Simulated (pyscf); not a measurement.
Structures and frequencies: ωB97X-D3(BJ)/def2-SVP in PySCF.

Task: H₂As–SiH₂–AsH₂ + H₂ → H₃Si–AsH₂ + AsH₃
Surface: singlet. Broken: As–Si, H–H. Formed: H–Si, As–H. Give ΔE‡ and ΔE from ωB97M-D3(BJ)/def2-TZVP, relative to the separated reactants.

Result: ΔE‡ = 76.5 kcal/mol, ΔE = +1.9 kcal/mol. Zero-point energy shifts the barrier by +1.4 kcal/mol. It is a four-centre exchange, with an imaginary mode of 1052i cm⁻¹. The same reactants have a lower exit, to AsH₂• + •H₂Si–AsH₂ + H₂ (no saddle counted: cutting one bond costs +66.2 kcal/mol at ωB97M-D3(BJ)/def2-TZVP, against +76.5 kcal/mol here). This is the saddle that the search found; another between the same sides may lie lower. Elements up to Kr have no core potential and no relativistic terms here.
